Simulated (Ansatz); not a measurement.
# C₃H₃F₃: basis-set convergence

One table from this session's results is given with a row withheld; the runs are named, their logs left out.

Method: one geometry, several basis sets; program: Ansatz 0.2.0, Gaussian basis.

Plan: PBE0-D4/def2-SVP; ωB97M-V/def2-SVP; PBE0-D4/def2-QZVPP; ωB97M-V/def2-QZVPP; the functionals' def2-TZVPP values are taken from earlier runs.

### The geometry

An earlier PBE0-D4 in a triple-zeta def2 set relaxation fixed the geometry.

SMILES `FCC=C(F)F`, 9 atoms, charge 0, spin multiplicity 1.

Atoms are counted from 1 here; the program's logs count them from 0.

Bond lengths: F1–C2 1.389 Å, C2–C3 1.482 Å, C2–H7 1.092 Å, C2–H8 1.094 Å, C3–C4 1.319 Å, C3–H9 1.082 Å, C4–F5 1.312 Å, C4–F6 1.310 Å. Angles: F1–C2–C3 110.4°, F1–C2–H7 107.9°, F1–C2–H8 106.9°, C3–C2–H7 111.5°, C3–C2–H8 110.9°, H7–C2–H8 109.1°, C2–C3–C4 123.0°, C2–C3–H9 119.8°, C4–C3–H9 117.2°, C3–C4–F5 125.6°, C3–C4–F6 124.7°, F5–C4–F6 109.8°.

The first run:

in.yaml reads:

```yaml
crystal:
  periodic: [false, false, false]
  atoms:
    - {symbol: F, position_ang: [-0.358276, -2.020931, -0.611163]}
    - {symbol: C, position_ang: [0.505434, -0.953978, -0.400205]}
    - {symbol: C, position_ang: [-0.088926, 0.010592, 0.554888]}
    - {symbol: C, position_ang: [-0.480385, 1.220713, 0.203785]}
    - {symbol: F, position_ang: [-0.387507, 1.733218, -1.000381]}
    - {symbol: F, position_ang: [-1.009204, 2.099022, 1.019950]}
    - {symbol: H, position_ang: [0.705041, -0.487803, -1.366895]}
    - {symbol: H, position_ang: [1.435664, -1.372194, -0.005432]}
    - {symbol: H, position_ang: [-0.233340, -0.274940, 1.588353]}
basis:
  gaussian: {orbitals: def2-SVP}
hamiltonian: {xc: pbe0, dispersion: d4}
output: {orbitals: {seedname: orbitals}}
```

Started as:

```
ansatz run in.yaml --threads 4 --pin off --events-out ev --progress --plain --max-ram 10444MiB
```

Steps of the session up to this table: PBE0-D4 in def2-SVP; ωB97M-V in def2-SVP; PBE0-D4 in def2-QZVPP; ωB97M-V in def2-QZVPP.

One of the session's tables, all rows but one given; the rest of the session is left out.

It belongs to the step «Functionals by basis». 

| functional | basis | HOMO (eV) | LUMO (eV) |
| --- | --- | --- | --- |
| PBE0-D4 | def2-SVP | -7.86 | 0.20 |
| PBE0-D4 | def2-TZVPP | -7.96 | 0.01 |
| PBE0-D4 | def2-QZVPP | -7.99 | -0.08 |
| ωB97M-V | def2-SVP | -10.11 | 2.50 |
| ωB97M-V | def2-TZVPP | -10.22 | 2.22 |
| ωB97M-V | def2-QZVPP | ? | ? |

Estimate the missing values for ωB97M-V, def2-QZVPP.

As computed: HOMO (eV): -10.26; LUMO (eV): 1.95. In the column «HOMO (eV)» it is the lowest.
